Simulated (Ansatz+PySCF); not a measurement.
Results of a calculation; reference values are marked as such.
## Ansatz (development build ahead of 0.2.0) run

```yaml
crystal:
  periodic: [false, false, false]
  atoms:
    - { symbol: C, position_ang: [0.0, 0.0, 0.24116] }
    - { symbol: H, position_ang: [-0.5704, 0.0, -0.85605] }
    - { symbol: H, position_ang: [0.5704, 0.0, -0.85605] }
    - { symbol: H, position_ang: [0.0, -0.96329, 0.73547] }
    - { symbol: H, position_ang: [0.0, 0.96329, 0.73547] }
basis:
  gaussian: { orbitals: cc-pVTZ }
total_charge: 1
magnetization:
  initial_magnetization: 1
hamiltonian:
  xc: hf
correlation:
  method: mp2
  frozen_orbitals: { C: 1, H: 0 }
output:
  forces: true
```

The input is written out in the form of the current development build from the run's settings. Correlation on restricted open-shell orbitals is semicanonical, with singles.

The run gave:

```json
{
  "Converged": "yes",
  "Reference energy": "-39.77782 hartree",
  "Correlation energy": "-0.16451 hartree",
  "Total energy": "-39.94234 hartree",
  "Spin squared of the determinant": "0.750",
  "Stability test": "minimum among restricted orbitals",
  "Occupied orbitals by symmetry in an Abelian subgroup (alpha; beta)": "3 A1 1 B1 1 B2; 3 A1 1 B2"
}
```

Forces (eV/Å):
| atom | Fx | Fy | Fz |
| --- | --- | --- | --- |
| C1 | 0.000 | 0.000 | -1.597 |
| H2 | 0.615 | 0.000 | 0.900 |
| H3 | -0.615 | 0.000 | 0.900 |
| H4 | 0.000 | 0.087 | -0.102 |
| H5 | 0.000 | -0.087 | -0.102 |

Caution: MP2 on this radical cation hangs on the determinant chosen.
